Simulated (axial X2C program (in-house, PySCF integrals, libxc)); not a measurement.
## Bond lengths and stretching modes, held linear, of AlOH⁻

Computed with an in-house all-electron X2C program for linear molecules (integrals from PySCF): two-component X2C with atomic mean-field Coulomb and Gaunt terms, Gaussian nuclei, basis Al dyall-v3z, O dyall-av3z, H dyall-v3z with contracted cores. Spin-free rows use the one-electron spin-free X2C Hamiltonian.

Masses Al 26.982, O 15.995, H 1.008 u. States: 2c Ω = 1/2 (beyond evenly filled blocks: ω = 1/2); spin-free M_S = 1/2, Λ = 1 (beyond evenly filled blocks: π+α).

B3LYP, 2c: energies above the lowest point

| r(Al–O) (Å) | r(O–H) (Å) | E (meV) |
| --- | --- | --- |
| 1.7014 | 0.9253 | 44.56 |
| 1.7014 | 0.9490 | 26.43 |
| 1.7014 | 0.9727 | 39.46 |
| 1.7450 | 0.9253 | 18.81 |
| 1.7450 | 0.9490 | 0.00 |
| 1.7450 | 0.9727 | 12.37 |
| 1.7450 | 0.9964 | 51.07 |
| 1.7886 | 0.9253 | 27.21 |
| 1.7886 | 0.9490 | 7.73 |
| 1.7886 | 0.9727 | 19.43 |
| 1.8323 | 0.9490 | 41.84 |
| 1.8323 | 0.9964 | 90.28 |

Q: Fit a quadratic surface with cubic terms in each bond: where is the minimum, and what are the two stretching wavenumbers?

A: At B3LYP, 2c: bonds 1.756 and 0.951 Å; harmonic stretches 663.9 and 3969.9 cm⁻¹; force constants 2.72, 8.78 and coupling -0.10 mdyn/Å.

The other levels and Hamiltonians give:

```csv
Hamiltonian,level,r(Al–O) (Å),r(O–H) (Å),lower stretch (cm⁻¹),upper stretch (cm⁻¹)
2c,PBE0,1.744,0.948,683.1,4038.0
2c,HF,1.722,0.929,717.5,4309.9
2c,MP2,1.760,0.951,666.1,4007.2
spin-free,PBE0,1.744,0.948,683.0,4037.9
spin-free,HF,1.721,0.929,717.4,4309.9
spin-free,B3LYP,1.755,0.951,664.0,3970.0
spin-free,MP2,1.759,0.951,666.2,4007.2
```

Each state is one determinant, the lowest of a limited PBE0 search; the stretches come from a fit to these few points and carry an uncertainty of a few per cent. Other orders of the atoms were not compared. MP2 freezes inner shells (threshold -2 hartree). For an anion the highest level of a functional can be positive, and the basis then holds the extra electron. The molecule was held linear; bending was not examined, so a bent shape may lie lower. Note: functional without a current term on a determinant with orbital currents, of the molecule or an atom.
